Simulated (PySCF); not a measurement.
C3H9OP.
Geometry (PBE0-D3(BJ)/def2-SVP, Å), atoms numbered from 1 in this order:
```
atom  x, y, z in Å
C1     1.528    0.597   -0.295
P2     0.141   -0.223    0.548
C3    -0.436   -1.484   -0.629
C4    -1.184    1.023    0.571
O5     0.490   -0.766    1.898
H6     1.240    1.019   -1.269
H7     1.900    1.401    0.357
H8     2.339   -0.134   -0.434
H9    -1.354   -1.944   -0.236
H10   -0.632   -1.067   -1.628
H11    0.334   -2.266   -0.704
H12   -1.440    1.378   -0.439
H13   -0.857    1.874    1.187
H14   -2.073    0.578    1.041
```

Computed with TDDFT PBE0/def2-SVPD, vertical, gas phase, core orbitals frozen in the response in PySCF.

Transition dipole moments from the ground state, in atomic units and in the frame of the coordinates above (overall signs are arbitrary), for the states with f of 0.002 or more among the lowest 2:

```csv
state,E (hartree),μx,μy,μz
S1,0.2486,-0.433,-0.071,0.082
S2,0.2487,-0.034,0.411,0.174
```

Work out the oscillator strengths.

f = (2/3) ΔE |μ|² with ΔE in hartree (27.2114 eV).

```csv
state,|μ|² (au),|μ| (D),f
S1,0.199,1.13,0.033
S2,0.200,1.14,0.033
```

How is the summed strength of these states shared among x, y and z?

(2/3) Σ ΔE μα² gives 0.031 for x, 0.029 for y and 0.006 for z, 0.066 in all.

What peak molar absorption coefficient would the strongest computed level give as a lone Gaussian band 0.5 eV wide at half height?

ε(max) = 2.175×10⁸ f / FWHM, with the width in cm⁻¹. S1/S2 (f summed): 2.175×10⁸ × 0.0662 / 4033 ≈ 3600 L mol⁻¹ cm⁻¹.

S1/S2 coincide within about 0.01 eV; within a degenerate level the directions of the single components are arbitrary.
